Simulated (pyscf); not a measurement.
Structures and frequencies: ωB97X-D3(BJ)/def2-SVP in PySCF.

**Question.** How much does it cost (ΔH, 298 K, ωB97M-D3(BJ)/def2-TZVP) to split `[CH2]=[CH][Ga]([OH])[OH]` at its C–Ga bond into •HC=CH₂ + [HO–Ga–OH]•?

**Answer.** C–Ga to •HC=CH₂ + [HO–Ga–OH]•: 83.5 kcal/mol. The 7 functionals that were run give +77.3 (r²SCAN) to +87.6 kcal/mol (ωB97X-D3(BJ)). The radicals are drawn with the spin at the cut bond; how far it spreads was not checked. Other isomers of •HC=CH₂, [HO–Ga–OH]• were not searched in full and may lie lower. Elements up to Kr have no core potential and no relativistic terms here.
